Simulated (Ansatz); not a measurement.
# BH4 (doublet): from Hartree-Fock to the top rungs at distance B1–H4 along a hydrogen transfer = 1.110 Å, cc-pVDZ

One table from this session's results is given with a row withheld; the runs are named, their logs left out.

Program: Ansatz 0.2.0, Gaussian basis. Level of theory: cc-pVDZ, core rule «outside noble gas», up to 1 orbitals frozen. These are calculated values, not measurements.

The runs, in order: UHF; CCSD(T) on ROHF; CCSD(T) on UHF; BCCD(T) on ROHF; CISD; CCSDT(Q) on ROHF; CCSDT(Q) on UHF; CCSDTQ on ROHF; CCSDTQ on UHF; CASSCF and MRCISD+Q, 3 electrons in 3 orbitals; CASSCF and NEVPT2, 3 electrons in 3 orbitals; Full CI.

2 further runs of the same task are left out: 2 for a known fault of the program.

## The system

The geometry derives from fragments relaxed apart (PBE0/def2-TZVP) and kept rigid, so it is no stationary point. A hydrogen atom is moved between rigid fragments.

5 atoms, charge 0, spin multiplicity 2.

Atoms are counted from 1 here; the program's logs count them from 0.

Bond lengths: B1–H2 1.193 Å, B1–H3 1.193 Å, B1–H4 1.110 Å. Angles: H2–B1–H3 120.0°, H2–B1–H4 120.0°, H3–B1–H4 120.0°.

Geometry (Å):

```xyz
5
charge 0, multiplicity 2
B    -0.14550    0.00000    0.00000
H    -0.74223    1.03357    0.00000
H    -0.74223   -1.03357    0.00000
H     0.96450    0.00000    0.00000
H     2.08051    0.00000    0.00000
```

Set-up of the first run:

Input file in.yaml:

```yaml
crystal:
  periodic: [false, false, false]
  atoms:
    - {symbol: B, position_ang: [-0.145495, 0.000000, 0.000000]}
    - {symbol: H, position_ang: [-0.742228, 1.033571, 0.000000]}
    - {symbol: H, position_ang: [-0.742228, -1.033571, 0.000000]}
    - {symbol: H, position_ang: [0.964505, 0.000000, 0.000000]}
    - {symbol: H, position_ang: [2.080505, 0.000000, 0.000000]}
basis:
  gaussian: {orbitals: cc-pVDZ}
magnetization: {spin_polarized: true, initial_magnetization: 1}
hamiltonian: {xc: hf}
output: {orbitals: {seedname: orbitals}}
```

Launch:

```console
ansatz run in.yaml --threads 1 --pin off --events-out ev --progress --plain --max-ram 2816MiB --backend cpu
```

Among the steps run: UHF; CCSD(T) on ROHF; CCSD(T) on UHF; BCCD(T) on ROHF; CISD; CCSDT(Q) on ROHF; CCSDT(Q) on UHF; CCSDTQ on ROHF; CCSDTQ on UHF; CASSCF and MRCISD+Q, 3 electrons in 3 orbitals; CASSCF and NEVPT2, 3 electrons in 3 orbitals; Full CI.

One table of the session follows, with a row left open; its other results are not shown here.

It belongs to the step «Misses and costs». 

```
   method  from FCI (kJ/mol)
     ROHF             +338.7
      UHF             +331.7
     RMP2                  ?
     UMP2              +74.0
     CISD              +17.2
    RCCSD               +6.1
    UCCSD               +6.0
 RCCSD(T)               +1.3
 UCCSD(T)               +1.3
  BCCD(T)               +1.3
   RCCSDT               +0.1
   UCCSDT               +0.1
RCCSDT(Q)                0.0
UCCSDT(Q)                0.0
  RCCSDTQ                0.0
  UCCSDTQ                0.0
      FCI                  0
```

Estimate the missing values for RMP2.

The run gave: from FCI (kJ/mol): +74.5. In the column «from FCI (kJ/mol)» it lies between UMP2 (+74.0) and UHF (+331.7).

Caveats from the session: Left out of the table: CASSCF pair, NEVPT2 pair, MRCISD pair, MRCISD+Q pair (the active space lost an orbital or holds another state than full CI finds). Levels on UHF freeze UHF's core orbitals, full CI those of ROHF, so the U rows can settle a little off it for that reason alone. Restricted and unrestricted rows rest on different reference determinants; where their highest levels disagree by more than a few hundredths of an eV, they describe different states and don't form one ladder. Warnings in the runs' records: passed over end.
